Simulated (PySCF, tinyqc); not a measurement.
RHF in the sto-3g basis, for OH-, spin multiplicity 1, step by step. The basis has no diffuse functions, so it cannot describe the extra electron: this is an exercise in the method, not the real anion. The lowest restricted solution is unstable here: a spin-polarised one lies 0.0057 hartree lower (PySCF). One step of it, computed by the program tinyqc.

Problem. Iteration 1: building the Fock matrix. J_ij = sum D_kl (ij|kl), K_ij = sum D_kl (ik|jl); F = H + J - 0.5 K; E = tr D H + tr D J / 2 - 0.25 tr D K + E_nn.

D at the start, lower triangle:
```
            1O 1s      1O 2s    1O 2px    1O 2py    1O 2pz     2H 1s
1O 1s    2.111492
1O 2s   -0.472117   2.004284
1O 2px   0.000000   0.000000  2.000000
1O 2py   0.000000   0.000000  0.000000  2.000000
1O 2pz   0.022371  -0.083594  0.000000  0.000000  1.941372
2H 1s   -0.076435   0.244333  0.000000  0.000000  0.141400  0.041826
```

core Hamiltonian H = T + V (hartree), lower triangle:
```
             1O 1s      1O 2s     1O 2px     1O 2py     1O 2pz      2H 1s
1O 1s   -31.943936
1O 2s    -7.428891  -8.572444
1O 2px    0.000000   0.000000  -6.768857
1O 2py    0.000000   0.000000   0.000000  -6.768857
1O 2pz   -0.005487  -0.069200   0.000000   0.000000  -6.800342
2H 1s    -0.382783  -1.044931   0.000000   0.000000  -0.875527  -3.089466
```

Two-electron integrals (ij|kl) in chemists' order, unique and non-zero (hartree):
```
(11|11) 4.785065   (21|11) 0.741380   (21|21) 0.136873   (22|11) 1.118947
(22|21) 0.256633   (22|22) 0.817206   (31|31) 0.024477   (32|31) 0.037809
(32|32) 0.180518   (33|11) 1.115814   (33|21) 0.256684   (33|22) 0.817023
(33|33) 0.880159   (41|41) 0.024477   (42|41) 0.037809   (42|42) 0.180518
(43|43) 0.047444   (44|11) 1.115814   (44|21) 0.256684   (44|22) 0.817023
(44|33) 0.785270   (44|44) 0.880159   (51|51) 0.024477   (52|51) 0.037809
(52|52) 0.180518   (53|53) 0.047444   (54|54) 0.047444   (55|11) 1.115814
(55|21) 0.256684   (55|22) 0.817023   (55|33) 0.785270   (55|44) 0.785270
(55|55) 0.880159   (61|11) 0.038284   (61|21) 0.007015   (61|22) 0.013092
(61|33) 0.013073   (61|44) 0.013073   (61|51) 0.000293   (61|52) 0.000558
(61|55) 0.013132   (61|61) 0.000363   (62|11) 0.117092   (62|21) 0.027299
(62|22) 0.099645   (62|33) 0.097919   (62|44) 0.097919   (62|51) 0.001987
(62|52) 0.016970   (62|55) 0.102994   (62|61) 0.001426   (62|62) 0.016865
(63|31) 0.002540   (63|32) 0.015920   (63|53) 0.003320   (63|63) 0.002136
(64|41) 0.002540   (64|42) 0.015920   (64|54) 0.003320   (64|64) 0.002136
(65|11) 0.096702   (65|21) 0.022800   (65|22) 0.089035   (65|33) 0.085426
(65|44) 0.085426   (65|51) 0.003877   (65|52) 0.029240   (65|55) 0.096151
(65|61) 0.001226   (65|62) 0.018383   (65|65) 0.021964   (66|11) 0.327824
(66|21) 0.077575   (66|22) 0.326002   (66|33) 0.316879   (66|44) 0.316879
(66|51) 0.005361   (66|52) 0.065647   (66|55) 0.344066   (66|61) 0.004051
(66|62) 0.078554   (66|65) 0.099028   (66|66) 0.774606
```

nuclear repulsion = 2.62945198 hartree

Give: Coulomb J; exchange K; Fock matrix F; total energy of this density.

Solution.

Coulomb J (hartree), lower triangle:
```
         1O 1s   1O 2s  1O 2px  1O 2py  1O 2pz  2H 1s
1O 1s   18.368
1O 2s    3.498   8.698
1O 2px   0.000   0.000   8.690
1O 2py   0.000   0.000   0.000   8.690
1O 2pz  -0.003  -0.009   0.000   0.000   8.691
2H 1s    0.179   1.027   0.000   0.000   0.904  3.295
```

exchange K (hartree), lower triangle:
```
        1O 1s   1O 2s  1O 2px  1O 2py  1O 2pz  2H 1s
1O 1s   9.821
1O 2s   1.712   2.807
1O 2px  0.000   0.000   2.334
1O 2py  0.000   0.000   0.000   2.334
1O 2pz  0.002  -0.033   0.000   0.000   2.318
2H 1s   0.090   0.400   0.000   0.000   0.299  0.180
```

Fock matrix F (hartree), lower triangle:
```
          1O 1s   1O 2s  1O 2px  1O 2py  1O 2pz  2H 1s
1O 1s   -18.486
1O 2s    -4.787  -1.278
1O 2px    0.000   0.000   0.754
1O 2py    0.000   0.000   0.000   0.754
1O 2pz   -0.009  -0.062   0.000   0.000   0.732
2H 1s    -0.248  -0.219   0.000   0.000  -0.121  0.116
```

total energy of this density = -73.08921 hartree
